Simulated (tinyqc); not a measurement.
Inside a calculation. Method: Hueckel theory of the pi electrons, for the molecule c1ccccc1 (SMILES; centres numbered as the heavy atoms are written). Computed by tinyqc, a small Python program that keeps every step. Settings: charge = 0. Command: `OMP_NUM_THREADS=1 python tinyqc.py 20049 20050 out.jsonl` (the two numbers bound the seeds that draw the settings). One thread of a shared host (Intel(R) Xeon(R) Processor @ 2.60GHz), about 0.01 s of CPU time with the checks.

## The Hueckel matrix

Centres:
```
centre  z_r, pi electrons of the neutral centre         h
1C                                            1  0.000000
2C                                            1  0.000000
3C                                            1  0.000000
4C                                            1  0.000000
5C                                            1  0.000000
6C                                            1  0.000000
```

Bonds:
```
i  j  k
1  2  1
2  3  1
3  4  1
4  5  1
5  6  1
6  1  1
```

H_rr = alpha + h_r beta, H_rs = k_rs beta for bonded centres.

Hueckel matrix in units of beta (H = alpha + beta A), order 1C, 2C, 3C, 4C, 5C, 6C:
```
[[0.000000, 1.000000, 0.000000, 0.000000, 0.000000, 1.000000],
 [1.000000, 0.000000, 1.000000, 0.000000, 0.000000, 0.000000],
 [0.000000, 1.000000, 0.000000, 1.000000, 0.000000, 0.000000],
 [0.000000, 0.000000, 1.000000, 0.000000, 1.000000, 0.000000],
 [0.000000, 0.000000, 0.000000, 1.000000, 0.000000, 1.000000],
 [1.000000, 0.000000, 0.000000, 0.000000, 1.000000, 0.000000]]
```

## Orbitals

pi electrons, sum of z_r less the charge = 6

Diagonalise; E = alpha + x beta with beta < 0, so the largest x are filled first; degenerate levels share their electrons. P = sum n_i c_ri c_si; each orbital has its largest coefficient positive (the first on a tie).

x values: [2.000000, 1.000000, 1.000000, -1.000000, -1.000000, -2.000000]

occupations: [2.000000, 2.000000, 2.000000, 0.000000, 0.000000, 0.000000]

coefficients, order 1C, 2C, 3C, 4C, 5C, 6C:
```
[[0.408248, 0.577350, 0.000000, 0.000000, 0.577350, 0.408248],
 [0.408248, 0.288675, 0.500000, 0.500000, -0.288675, -0.408248],
 [0.408248, -0.288675, 0.500000, -0.500000, -0.288675, 0.408248],
 [0.408248, -0.577350, 0.000000, 0.000000, 0.577350, -0.408248],
 [0.408248, -0.288675, -0.500000, 0.500000, -0.288675, 0.408248],
 [0.408248, 0.288675, -0.500000, -0.500000, -0.288675, -0.408248]]
```

charge and bond-order matrix P, order 1C, 2C, 3C, 4C, 5C, 6C:
```
[[1.000000, 0.666667, 0.000000, -0.333333, 0.000000, 0.666667],
 [0.666667, 1.000000, 0.666667, 0.000000, -0.333333, 0.000000],
 [0.000000, 0.666667, 1.000000, 0.666667, 0.000000, -0.333333],
 [-0.333333, 0.000000, 0.666667, 1.000000, 0.666667, 0.000000],
 [0.000000, -0.333333, 0.000000, 0.666667, 1.000000, 0.666667],
 [0.666667, 0.000000, -0.333333, 0.000000, 0.666667, 1.000000]]
```

Within a degenerate level the vectors are fixed only up to a rotation; this is one choice.

## Energy, charges, bond orders

E = sum n x; q_r = z_r - P_rr; bond order p = P_rs; free valence = sqrt(3) - sum of p over the bonds of the atom.

pi energy = 6 alpha + this times beta = 8.000000

pi charges: [0.000000, 0.000000, 0.000000, 0.000000, 0.000000, 0.000000]

Bond orders and lengths from R = 1.517 - 0.180 p (angstrom, C-C alone):
```
bond         p         R
1-2   0.666667  1.397000
2-3   0.666667  1.397000
3-4   0.666667  1.397000
4-5   0.666667  1.397000
5-6   0.666667  1.397000
6-1   0.666667  1.397000
```

free valence of the carbons: [0.398717, 0.398717, 0.398717, 0.398717, 0.398717, 0.398717]

gap between the highest filled and the next level = 2.000000 |beta|
